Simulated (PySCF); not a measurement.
Simulated outer-valence photoelectron spectrum of `SC1CC1`. Computed with EOM-IP-CCSD/aug-cc-pVDZ in PySCF, restricted Hartree–Fock reference, frozen core, non-relativistic, gas phase, PBE0-D3(BJ)/def2-SVP geometry.

Each root has a Gaussian of 0.5 eV full width with its one-hole share as area; cross sections and vibrations are left out, and the highest printed point is 100.

ionisation energy (eV), intensity and a bar:
```
      8.0          0 
      8.2          3 #
      8.4         18 #####
      8.6         49 ###############
      8.8         54 ################
      9.0         25 #######
      9.2          5 #
      9.4          0 
      9.6          0 
      9.8          0 
     10.0          0 
     10.2          2 #
     10.4         16 #####
     10.6         46 ##############
     10.8         56 #################
     11.0         28 ########
     11.2          6 ##
     11.4          5 #
     11.6         23 #######
     11.8         54 ################
     12.0         59 ##################
     12.2         56 #################
     12.4         60 ##################
     12.6         38 ###########
     12.8         18 #####
     13.0         42 #############
     13.2         95 ############################
     13.4        100 ##############################
     13.6         49 ###############
     13.8         11 ###
     14.0          1 
     14.2          0 
     14.4          0 
     14.6          0 
     14.8          0 
     15.0          0 
     15.2          0 
     15.4          3 #
     15.6         17 #####
     15.8         47 ##############
     16.0         54 ################
     16.2         27 ########
     16.4         17 #####
     16.6         41 ############
     16.8         56 #################
     17.0         32 ##########
     17.2          8 ##
     17.4          1
```

Q: Where are the maxima, and how many lines lie under the curve?

A: 7 maxima, at 8.7, 10.7, 11.9, 12.4, 13.3, 15.9 and 16.8 eV, from 8 lines. At this width some lines have no maximum of their own.

Q: List the lines with their holes.

A: 
```tsv
E (eV)	leading hole (HF orbital)	area	Koopmans (eV)
8.72	HOMO	0.96	9.29
10.74	HOMO-1	0.96	11.47
11.88	HOMO-2	0.95	12.92
12.40	HOMO-3	0.95	13.30
13.24	HOMO-5	0.96	14.24
13.39	HOMO-4	0.95	14.23
15.93	HOMO-6	0.94	17.23
16.77	HOMO-7	0.94	18.29
```

The widest gap, 2.54 eV, lies between 13.39 and 15.93 eV. Only orbitals with −ε under 21 eV, eight at most, were ionised, so the high end of the curve may lack lines.

On an x86-64 server with one thread, no GPU (shared host), this took 1.7 min of wall time.

Conformer computed: `[SH:1][CH:2]1[CH2:3][CH2:4]1`: H–S1–C2–C3 -36°.

One conformer stands for the species.
